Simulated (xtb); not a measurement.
xtb input (GFN2-xTB):

```bash
xtb mol.xyz --gfn 2 --ohess tight --chrg -1 --uhf 0
```
mol.xyz:
```
11

C     -0.03880459     0.04464990     1.75477026
C     -0.00822026     0.07861161     0.42558756
H     -0.03770135    -0.87384889     2.32662809
C     -0.00739522     1.34307040    -0.40862956
H      0.00086603     2.23555804     0.27314154
H      0.84385887     1.42934081    -1.03997107
H     -0.87641593     1.40445406    -1.07054677
C     -0.01296167    -1.22131509    -0.40976294
H     -0.01093604    -2.07903876     0.27970470
H     -0.91505708    -1.26726959    -1.06687837
H      0.89577946    -1.21659236    -1.00961914
```

Output:

```
           -------------------------------------------------
          |                Calculation Setup                |
           -------------------------------------------------

           -------------------------------------------------
          |                 G F N 2 - x T B                 |
           -------------------------------------------------

        Reference                      10.1021/acs.jctc.8b01176
      * Hamiltonian:
        H0-scaling (s, p, d)           1.850000    2.230000    2.230000
        zeta-weighting                 0.500000
      * Dispersion:
        s8                             2.700000
        a1                             0.520000
        a2                             5.000000
        s9                             5.000000
      * Repulsion:
        kExp                           1.500000    1.000000
        rExp                           1.000000
      * Coulomb:
        alpha                          2.000000
        third order                    shell-resolved
        anisotropic                    true
        a3                             3.000000
        a5                             4.000000
        cn-shift                       1.200000
        cn-exp                         4.000000
        max-rad                        5.000000

          ...................................................
          :                      SETUP                      :
          :.................................................:
          :  # basis functions                  23          :
          :  # atomic orbitals                  23          :
          :  # shells                           15          :
          :  # electrons                        24          :
          :  max. iterations                   250          :
          :  Hamiltonian                  GFN2-xTB          :
          :  restarted?                      false          :
          :  GBSA solvation                  false          :
          :  PC potential                    false          :
          :  electronic temp.          300.0000000     K    :
          :  accuracy                    1.0000000          :
          :  -> integral cutoff          0.2500000E+02      :
          :  -> integral neglect         0.1000000E-07      :
          :  -> SCF convergence          0.1000000E-05 Eh   :
          :  -> wf. convergence          0.1000000E-03 e    :
          :  Broyden damping             0.4000000          :
          :  net charge                         -1          :
          :  unpaired electrons                  0          :
          ...................................................

 iter      E             dE          RMSdq      gap      omega  full diag
   1    -12.2446854 -0.122447E+02  0.458E+00    3.88       0.0  T
   2    -12.3236097 -0.789243E-01  0.393E+00    3.08       1.0  T
   3    -12.3611094 -0.374997E-01  0.204E+00    3.41       1.0  T
   4    -12.3600404  0.106900E-02  0.747E-01    3.32       1.0  T
   5    -12.3616258 -0.158536E-02  0.115E-01    3.40       1.0  T
   6    -12.3616080  0.178061E-04  0.924E-02    3.39       1.0  T
[...]
     1   6 C        2   6 C                                       1.3340507 (max)
     4   6 C        5   1 H                                       1.0902106 (min)
     4   6 C        6   1 H                                       1.1014349
     4   6 C        7   1 H                                       1.1014206
     8   6 C        9   1 H                                       1.0934712
     8   6 C       10   1 H                                       1.1017366
     8   6 C       11   1 H                                       1.1017798

 * 2 distinct bonds (by element types)

   Z      Z             #   av. dist./Å        max./Å        min./Å
   1 H    6 C           6     1.0983423     1.1017798     1.0902106
   6 C    6 C           1     1.3340507     1.3340507     1.3340507

           -------------------------------------------------
          |               Frequency Printout                |
           -------------------------------------------------
 projected vibrational frequencies (cm⁻¹)
eigval :       -0.00    -0.00    -0.00     0.00     0.00     0.00
eigval :      155.23   189.91   367.43   395.95   427.67   773.43
eigval :      784.38   921.73   989.73  1026.39  1040.32  1052.12
eigval :     1217.00  1367.81  1388.31  1510.44  1512.60  1521.47
eigval :     1526.29  1571.44  2339.64  2800.04  2806.94  2831.57
eigval :     2855.69  2950.41  2990.37
 reduced masses (amu)
   1: 10.09   2:  9.97   3:  9.43   4:  9.56   5:  9.76   6:  9.30   7:  1.36   8:  1.74
   9:  7.49  10:  8.51  11:  8.60  12:  9.89  13:  2.17  14:  4.82  15:  3.81  16:  6.92
  17:  5.50  18:  4.58  19:  6.02  20:  2.85  21:  3.20  22:  4.79  23:  1.66  24:  1.63
  25:  1.69  26:  8.02  27:  1.90  28:  1.92  29:  1.90  30:  1.49  31:  1.46  32:  1.63
  33:  1.65
 IR intensities (km·mol⁻¹)
   1: 12.01   2: 10.53   3: 11.45   4: 19.74   5: 13.41   6:  8.83   7:  0.19   8:  1.61
   9:  2.46  10:  0.16  11: 11.39  12:  8.69  13:  0.02  14:  2.96  15:  0.15  16: 33.27
  17: 18.60  18:  1.23  19: 22.55  20: 21.25  21: 17.41  22:  2.18  23:  0.00  24:  3.34
  25:  0.33  26: 76.21  27:972.16  28: 30.02  29:380.26  30: 46.26  31:349.55  32:144.66
  33: 95.03
 Raman intensities (Ä⁴*amu⁻¹)
   1:  0.00   2:  0.00   3:  0.00   4:  0.00   5:  0.00   6:  0.00   7:  0.00   8:  0.00
   9:  0.00  10:  0.00  11:  0.00  12:  0.00  13:  0.00  14:  0.00  15:  0.00  16:  0.00
  17:  0.00  18:  0.00  19:  0.00  20:  0.00  21:  0.00  22:  0.00  23:  0.00  24:  0.00
  25:  0.00  26:  0.00  27:  0.00  28:  0.00  29:  0.00  30:  0.00  31:  0.00  32:  0.00
  33:  0.00
 output can be read by thermo (or use thermo option).
 writing <g98.out> molden fake output.
 recommended (thermochemical) frequency scaling factor: 1.0
           -------------------------------------------------
          |             Thermodynamic Functions             |
           -------------------------------------------------

cs  symmetry found (for desy threshold:  0.10E+00) used in thermo

          ...................................................
          :                      SETUP                      :
          :.................................................:
          :  # frequencies                          27      :
          :  # imaginary freq.                       0      :
          :  linear?                             false      :
          :  only rotor calc.                    false      :
          :  symmetry                               cs      :
          :  rotational number                       1      :
          :  scaling factor                  1.0000000      :
          :  rotor cutoff                   50.0000000 cm⁻¹ :
          :  imag. cutoff                  -20.0000000 cm⁻¹ :
          :.................................................:

    mode    ω/cm⁻¹     T·S(HO)/kcal·mol⁻¹    T·S(FR)/kcal·mol⁻¹   T·S(vib)
   ------------------------------------------------------------------------
Note: The following floating-point exceptions are signalling: IEEE_UNDERFLOW_FLAG IEEE_DENORMAL
normal termination of xtb
       1    155.23    -0.77732 ( 98.93%)    -0.72050 (  1.07%)    -0.77672
       2    189.91    -0.66448 ( 99.52%)    -0.66084 (  0.48%)    -0.66447
   ------------------------------------------------------------------------

   temp. (K)  partition function   enthalpy   heat capacity  entropy
                                   cal/mol     cal/K/mol   cal/K/mol   J/K/mol
 298.15  VIB   5.63                 1604.313     12.172      8.815
         ROT  0.440E+05              888.752      2.981     24.228
         INT  0.248E+06             2493.065     15.153     33.043
         TR   0.396E+27             1481.254      4.968     37.924
         TOT                        3974.3189    20.1213    70.9669   296.9254

       T/K    H(0)-H(T)+PV         H(T)/Eh          T*S/Eh         G(T)/Eh
   ------------------------------------------------------------------------
    298.15    0.633348E-02    0.958981E-01    0.337186E-01    0.621794E-01
   ------------------------------------------------------------------------

         :::::::::::::::::::::::::::::::::::::::::::::::::::::
         ::                  THERMODYNAMIC                  ::
         :::::::::::::::::::::::::::::::::::::::::::::::::::::
         :: total free energy         -12.120556419140 Eh   ::
         ::.................................................::
         :: total energy              -12.182735843001 Eh   ::
         :: zero point energy           0.089564592413 Eh   ::
         :: G(RRHO) w/o ZPVE           -0.027385168552 Eh   ::
         :: G(RRHO) contrib.            0.062179423861 Eh   ::
         :::::::::::::::::::::::::::::::::::::::::::::::::::::

optimized geometry written to: xtbopt.xyz

           -------------------------------------------------
          | TOTAL ENERGY              -12.182735843001 Eh   |
          | TOTAL ENTHALPY            -12.086837770252 Eh   |
          | TOTAL FREE ENERGY         -12.120556419140 Eh   |
          | GRADIENT NORM               0.000141486369 Eh/α |
          | HOMO-LUMO GAP               3.928557858994 eV   |
           -------------------------------------------------

------------------------------------------------------------------------
------------------------------------------------------------------------
 total:
 SCF:
 ANC optimizer:
 analytical hessian:
```

It need not be the lowest isomer of its formula. Whether it binds its extra electron was not tested at this geometry.
